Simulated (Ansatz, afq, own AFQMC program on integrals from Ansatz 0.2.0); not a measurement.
**P, quartet → P⁺, quintet**

A free P atom.

E(quintet, charge +1) − E(quartet, charge +0) at this geometry, on UHF and UHF determinants.

Basis 6-31G. Only valence electrons are correlated. Ansatz 0.2.0 and our own AFQMC program on the same integrals; the CISD trial comes from CCSD amplitudes, and released means the phaseless constraint is let go. Uncertainties: one standard error, sampling alone. The errors of all members are added in quadrature.

Full CI on the same integrals is exact in this basis and with this determinant's frozen core.

Errors are counted within 6-31G, not against nature.

Cautions: P⁺ (quintet): another spin lies lower; this isn't the first ionization; core correlation is missing, and it shifts such a gap most where an s electron is promoted.

```csv
level,vertical ionization energy (kJ/mol)
HF,1331.1
CCSD,1365.3
```

(1) From these cheaper values, estimate the vertical ionization energy at the reference level in 6-31G.

(1) 1365.6 kJ/mol (full CI in 6-31G).

```json
{"level": "MP2", "vertical ionization energy (kJ/mol)": "1355.9", "error against FCI (kJ/mol)": "-9.7"}
{"level": "CCSD(T)", "vertical ionization energy (kJ/mol)": "1365.5", "error against FCI (kJ/mol)": "-0.1"}
{"level": "CCSDT", "vertical ionization energy (kJ/mol)": "1365.6", "error against FCI (kJ/mol)": "0.0"}
{"level": "CCSDT(Q)", "vertical ionization energy (kJ/mol)": "1365.6", "error against FCI (kJ/mol)": "0.0"}
{"level": "ph-AFQMC/CISD", "vertical ionization energy (kJ/mol)": "1365.5 ± 0.01", "error against FCI (kJ/mol)": "0.0 ± 0.01"}
{"level": "released AFQMC", "vertical ionization energy (kJ/mol)": "1365.6 ± 0.01", "error against FCI (kJ/mol)": "0.0 ± 0.01"}
```

Correlation beyond CCSD(T) changes it by less than 2 meV. The perturbative (T) step is worth +0.2 kJ/mol.

CCSDT and higher add their correlation energy to the determinant of the CCSD(T) run, since their own runs factorise the integrals more tightly (a shift of under 2 meV). A walk keeps the symmetry of its determinant, which the program's search chose and which needn't be the lowest solution, so a lower state of the same spin and another symmetry isn't excluded. Released energies are given only where the last usable release times agree within the noise; a slower fall can still hide under it.
